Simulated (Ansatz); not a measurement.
```yaml
crystal:
  periodic: [false, false, false]
  atoms:
    - {symbol: B, position_ang: [0.000000, 0.000000, -1.570440]}
    - {symbol: B, position_ang: [0.000000, 0.000000, -0.149550]}
    - {symbol: Ge, position_ang: [0.000000, 0.000000, 1.719990]}
basis:
  gaussian: {orbitals: def2-TZVP}
hamiltonian: {xc: pbe0}
relax: {f_tol: 0.004, max_steps: 80}
```

```sh
$ ansatz run in.yaml --threads 1 --pin off --events-out ev --progress --plain --max-ram 2176MiB
```

Steps of the relaxation (energy above the last step; positions in Å, forces in eV/Å):

```
3
step 1, 2222.3 meV
B     0.000    0.000   -1.570    0.060   -0.031   -2.993
B     0.000    0.000   -0.150   -0.106    0.054    2.926
Ge    0.000    0.000    1.720    0.046   -0.023    0.067
```

```
3
step 2, 2103.6 meV
B     0.006   -0.003   -1.605    0.111   -0.057   -1.554
B    -0.010    0.005   -0.133   -0.187    0.096    1.279
Ge    0.004   -0.002    1.738    0.076   -0.039    0.275
```

```
3
step 3, 2025.8 meV
B     0.032   -0.016   -1.659    0.109   -0.056   -0.013
B    -0.056    0.029   -0.116   -0.209    0.107   -0.257
Ge    0.024   -0.012    1.775    0.100   -0.051    0.270
```

```
3
step 12, 0.0 meV
B     0.422   -0.215   -0.849    0.000    0.000    0.000
B    -0.825    0.421   -0.297    0.000    0.000    0.000
Ge    0.402   -0.205    1.147    0.000    0.000    0.000
```

Close pairs at the end: B1–B2 1.505 Å, B2–Ge3 1.996 Å, B1–Ge3 1.996 Å.

A stationary point of restricted PBE0 after 12 steps (its stability towards spin polarisation wasn't tested); no frequencies were run, so it isn't proven a minimum. 60 s on 1 thread of Arm Neoverse V1, shared host.
